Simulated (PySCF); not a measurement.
## Broadened absorption spectrum of 1,1-difluoroethane

Species: 1,1-difluoroethane, C2H4F2.
SMILES: `CC(F)F`

Theory: TDDFT PBE0/def2-SVPD, vertical, gas phase, core orbitals frozen in the response (PySCF 2.14.0, density-fitted response routines). Isolated species at its GFN2-xTB geometry, gas phase.

Computed states:

```csv
state,E (eV),f
S1,9.25,0.015
S2,10.04,0.107
S3,10.40,0.0006
S4,10.68,0.011
S5,10.79,0.024
S6,10.85,0.111
```

Each state is given a Gaussian of 0.25 eV full width at half maximum, with ε(max) = 2.175×10⁸ f / Δν̃ (Δν̃ the width in cm⁻¹). The width is an assumption, not a result. The curve ends short of the highest state used, and states not computed would add to its high-energy end.

(1) Give the broadened spectrum and its maxima.

(2) Coming from long wavelengths, where does ε first pass 100 L mol⁻¹ cm⁻¹?

Results:

(1) 
```
E (eV)  ε (L mol⁻¹ cm⁻¹)
  8.88                 4
  8.91                10
  8.95                31
  8.99                83
  9.03               194
  9.07               394
  9.11               696
  9.15              1065
  9.19              1415
  9.23              1631
  9.27              1631
  9.31              1415
  9.35              1065
  9.39               696
  9.43               394
  9.47               194
  9.50               104
  9.54                40
  9.58                14
  9.62                 8
  9.66                17
  9.70                59
  9.74               186
  9.78               512
  9.82              1221
  9.86              2527
  9.90              4539
  9.94              7073
  9.98              9564
 10.02             11220
 10.06             11421
 10.10             10088
 10.13              8375
 10.17              5774
 10.21              3461
 10.25              1813
```

Maxima: 134 nm (9.25 eV), ε about 1700, made up of S1 (100%); 123 nm (10.04 eV), ε about 12000, made up of S2 (100%) (ε in L mol⁻¹ cm⁻¹; maxima over ε = 5, shares over 10%).

(2) At about 138 nm (9.00 eV), 0.25 eV below S1.
